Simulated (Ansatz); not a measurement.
Reaction: C2H6O (methoxymethane, SMILES O(C)C) → C2H5O (SMILES CO[CH2], doublet) + H (doublet) (the C-H bond breaks)
Each species at its own B3LYP-D3(BJ)/def2-TZVP minimum (Ansatz, a quantum-chemistry and plane-wave program).

Property: bond dissociation energy (electronic), in kcal/mol. Radicals and triplets start from unrestricted determinants; spin-orbit coupling is neglected. CBS(X,Y): correlation extrapolated as X^-3, Hartree-Fock from the larger set. A bracket is a step between two methods taken in the basis named. The functionals are non-relativistic, so their misses hold any scalar relativity. '+ core + X2C': CCSD(T) terms for core correlation (cc-pwCVTZ) and scalar relativity (cc-pVTZ-DK). For partners of very few electrons the exact lower level stands in for a higher one.

CCSD(T)/CBS(cc-pVTZ,cc-pVQZ) + [CCSDT(Q) - CCSD(T)]/cc-pVDZ + core + X2C (Ansatz) gives 103.7 kcal/mol.

Question: What does PBE/def2-TZVPD (Ansatz) give here, and how do the other levels compare?

Answer: PBE gives 98.2 kcal/mol, 5.5 kcal/mol below it. Differences of the others: B3LYP/def2-TZVPD (Ansatz) -3.4; wB97M-V/def2-TZVPD (Ansatz) -1.3; CCSD(T)/CBS(cc-pVTZ,cc-pVQZ) + core + X2C (Ansatz) 0.1 kcal/mol. Nearer than PBE: B3LYP/def2-TZVPD, wB97M-V/def2-TZVPD, CCSD(T)/CBS(cc-pVTZ,cc-pVQZ) + core + X2C.
